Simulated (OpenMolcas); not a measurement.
**HF (hydrogen fluoride): levels of theory compared**

Aim: a comparison of 6 runs (HF/3-21G, PBE0/3-21G, SVWN5/3-21G, r2SCAN/3-21G, ACPF/3-21G, CISD/3-21G) of HF (hydrogen fluoride). 

Program for the calculation: OpenMolcas 26.06.

1 further run of the same task is left out (set aside as unsound or not needed).

## Step 1: Starting point

The species is HF (2 atoms), meant as a singlet with charge 0. As SMILES, `F`. Geometry: relaxed at PBE0-D4/def2-TZVP.

Bond lengths: F1–H2 0.920 Å.

## Step 2: The energy at HF/3-21G (run 1)

mol.input reads:

```
* FH Hartree-Fock
>>> EXPORT MOLCAS_PRINT=2

&GATEWAY
  BasLib
  $CurrDir
  Coord
  2
  bohr
  F     -0.73699319     0.27325440    -0.37114221
  H      0.73699319    -0.27325440     0.37114221
  Basis
  3-21G
  Group
  NoSym

&SEWARD

&SCF
  Thresholds
  1e-10 1e-07 1e-07 1e-05
  PrOrbitals
  1 1
```

The basis set 3-21G is read from a file made from the Basis Set Exchange's data (not shown).

Command:

```
$ export MOLCAS_MEM=1860
$ pymolcas mol.input > mol.log
```

What it wrote:

```text
--- Start Module: gateway ---
[...]
--- Stop Module: gateway /rc=_RC_ALL_IS_WELL_ ---
--- Start Module: seward ---
[...]
      Basis functions           11
--- Stop Module: seward /rc=_RC_ALL_IS_WELL_ ---
--- Start Module: scf ---
[...]
       Convergence after   9 Iterations
[...]
::    Total SCF energy                                -99.4598795787
[...]
      Total spin, S                                     0.0000000000
[...]
      Total electronic charge=   10.000000
      Total            charge=   -0.000000
[...]
      Dipole Moment (debye):
      Origin of the operator (angstrom)=   -0.3507    0.1300   -0.1766
                   X=  1.8296E+00               Y= -6.7838E-01               Z=  9.2139E-01           Total=  2.1580E+00
      Quadrupole Moment (debye*angstrom):
[...]
--- Stop Module: scf /rc=_RC_ALL_IS_WELL_ ---
[...]
```

Run time: 1.5 s. Hardware: 1 thread of Intel Xeon Platinum 8375C at 2.90GHz (Ice Lake), shared host; peak memory 0.37 GiB.

## Step 3: A single-point energy at PBE0/3-21G (run 2)

mol.inp reads:

```
&gateway
  baslib = $CurrDir
  coord
  2
  bohr
  F     -0.73699319     0.27325440    -0.37114221
  H      0.73699319    -0.27325440     0.37114221
  basis = 3-21G
  group = NoSym

&seward
  gridinput
  Grid=UltraFine
  End of Grid

&scf
  ksdft = PBE0
  thresholds = 1e-10 1e-07 1e-07 1e-05
  prorbitals = 1 1
```

The basis set 3-21G is read from a file made from the Basis Set Exchange's data (not shown).

Command:

```
$ export MOLCAS_MEM=1860
$ pymolcas mol.inp > mol.log
```

What it wrote:

```text
--- Start Module: gateway ---
[...]
--- Stop Module: gateway /rc=_RC_ALL_IS_WELL_ ---
--- Start Module: seward ---
[...]
      Basis functions           11
--- Stop Module: seward /rc=_RC_ALL_IS_WELL_ ---
--- Start Module: scf ---
[...]
       Convergence after   8 Iterations
[...]
::    Total KS-DFT energy                             -99.7686801818
[...]
      Total spin, S                                     0.0000000000
[...]
      Total electronic charge=   10.000000
      Total            charge=   -0.000000
[...]
      Dipole Moment (debye):
      Origin of the operator (angstrom)=   -0.3507    0.1300   -0.1766
                   X=  1.7092E+00               Y= -6.3372E-01               Z=  8.6073E-01           Total=  2.0159E+00
      Quadrupole Moment (debye*angstrom):
[...]
--- Stop Module: scf /rc=_RC_ALL_IS_WELL_ ---
[...]
```

It took 2.2 s on 1 thread of Intel Xeon Platinum 8375C at 2.90GHz (Ice Lake), shared host; peak memory 0.37 GiB.

Run 3 isn't shown in full; the table further down has it.

## Step 4: The energy at r2SCAN/3-21G (run 4)

mol.inp reads:

```
* FH Kohn-Sham DFT

&gateway
 baslib=$CurrDir
 coord
 2
 bohr
 F     -0.73699319     0.27325440    -0.37114221
 H      0.73699319    -0.27325440     0.37114221
 basis=3-21G
 group=NoSym

&seward
 gridinput
 Grid=UltraFine
 End of Grid

&scf
 ksdft=2
 1.0 MGGA_X_R2SCAN
 1.0 MGGA_C_R2SCAN
 thresholds=1e-10 1e-07 1e-07 1e-05
 prorbitals=1 1
```

The basis set 3-21G is read from a file made from the Basis Set Exchange's data (not shown).

Command:

```
$ export MOLCAS_MEM=1860
$ pymolcas mol.inp > mol.log
```

What it wrote:

```text
--- Start Module: gateway ---
[...]
--- Stop Module: gateway /rc=_RC_ALL_IS_WELL_ ---
--- Start Module: seward ---
[...]
      Basis functions           11
--- Stop Module: seward /rc=_RC_ALL_IS_WELL_ ---
--- Start Module: scf ---
[...]
       Convergence after   9 Iterations
[...]
::    Total KS-DFT energy                             -99.8184155320
[...]
      Total spin, S                                     0.0000000000
[...]
      Total electronic charge=   10.000000
      Total            charge=   -0.000000
[...]
      Dipole Moment (debye):
      Origin of the operator (angstrom)=   -0.3507    0.1300   -0.1766
                   X=  1.7217E+00               Y= -6.3836E-01               Z=  8.6703E-01           Total=  2.0306E+00
      Quadrupole Moment (debye*angstrom):
[...]
--- Stop Module: scf /rc=_RC_ALL_IS_WELL_ ---
[...]
```

It took 2.6 s on 1 thread of Intel Xeon Platinum 8375C at 2.90GHz (Ice Lake), shared host; peak memory 0.37 GiB.

Run 5 isn't shown in full; the table further down has it.

## Step 5: A single-point energy at CISD/3-21G (run 6)

mol.input reads:

```
* FH CISD
&GATEWAY
BasLib
$CurrDir
Coord
2
bohr
F     -0.73699319     0.27325440    -0.37114221
H      0.73699319    -0.27325440     0.37114221
Basis
3-21G
Group
NoSym
&SEWARD
&SCF
Thresholds
1e-10 1e-07 1e-07 1e-05
PrOrbitals
1 1
&MOTRA
Frozen
1
&GUGA
Electrons
8
Spin
1
Inactive
4
Active
0
CIAll
1
&CPF
SDCI
```

The basis set 3-21G is read from a file made from the Basis Set Exchange's data (not shown).

Command:

```
$ export MOLCAS_MEM=1860
$ pymolcas mol.input > mol.log
```

What it wrote:

```text
--- Start Module: gateway ---
[...]
--- Stop Module: gateway /rc=_RC_ALL_IS_WELL_ ---
[...]
      Basis functions           11
[...]
       Convergence after   9 Iterations
[...]
::    Total SCF energy                                -99.4598795787
[...]
      Total spin, S                                     0.0000000000
[...]
      *** WARNING: Default frozen orbitals is overwritten by user input.
      *** Default values:   1
[...]
--- Start Module: guga ---
[...]
--- Stop Module: guga /rc=_RC_ALL_IS_WELL_ ---
--- Start Module: cpf ---
[...]
      Active orbitals                            0       0
[...]
      Spin quantum number                      0.0
[...]
     FINAL CI ENERGY           -99.58108820
     FINAL CORRELATION ENERGY   -0.12120862  REFERENCE ENERGY     -99.45987958
[...]
     REL. CI ENERGY            -99.58108820
[...]
      Total electronic charge=   10.000000
      Total            charge=   -0.000000
[...]
      Dipole Moment (debye):
      Origin of the operator (angstrom)=   -0.3507    0.1300   -0.1766
                   X=  1.7373E+00               Y= -6.4415E-01               Z=  8.7491E-01           Total=  2.0491E+00
      Quadrupole Moment (debye*angstrom):
[...]
--- Stop Module: cpf /rc=_RC_ALL_IS_WELL_ ---
[...]
```

It took 1.7 s on 1 thread of Intel Xeon Platinum 8375C at 2.90GHz (Ice Lake), shared host; peak memory 0.37 GiB.

## Step 6: All runs side by side

| run | level | integration grid | frozen core orbitals | energy (Eh) | dipole moment (D) of the reference | HOMO energy (eV) | LUMO energy (eV) | wall time |
| --- | --- | --- | --- | --- | --- | --- | --- | --- |
| 1 | HF/3-21G | – | – | -99.459880 | 2.16 | -16.29 | 7.31 | 1.5 s |
| 2 | PBE0/3-21G | UltraFine | – | -99.768680 | 2.02 | -9.60 | 3.33 | 2.2 s |
| 3 | SVWN5/3-21G | UltraFine | – | -99.209311 | 2.01 | -6.95 | 2.16 | 2.2 s |
| 4 | r2SCAN/3-21G | UltraFine | – | -99.818416 | 2.03 | -7.75 | 3.28 | 2.6 s |
| 5 | ACPF/3-21G | – | 1 | -99.583416 | 2.16 | -16.29 | 7.31 | 1.7 s |
| 6 | CISD/3-21G | – | 1 | -99.581088 | 2.16 | -16.29 | 7.31 | 1.7 s |

## Step 7: Results

```
                                         quantity         value
                              run 6: total energy  -99.58109 Eh
        run 6: dipole moment (mean-field density)        2.16 D
       run 6: HOMO energy (Hartree–Fock orbitals)     -16.29 eV
       run 6: LUMO energy (Hartree–Fock orbitals)       7.31 eV
     run 6: HOMO–LUMO gap (Hartree–Fock orbitals)      23.60 eV
run 6: correlation energy (1 core orbital frozen)    -121.2 mEh
```

**Reading.** Below the HF energy at the same shape and in the same basis (3-21G): ACPF -123.5 mEh; CISD -121.2 mEh. Over runs 1, 2, 3, 4 the dipole moment (its size) runs from 2.01 D (SVWN5/3-21G) to 2.16 D (HF/3-21G). Over runs 1, 2, 3, 4 the HOMO–LUMO gap runs from 9.11 eV (SVWN5/3-21G) to 23.60 eV (HF/3-21G). Exact exchange widens orbital gaps. Totals of different functionals can't be ranked against each other. All runs together took 12 s, the longest 2.6 s.
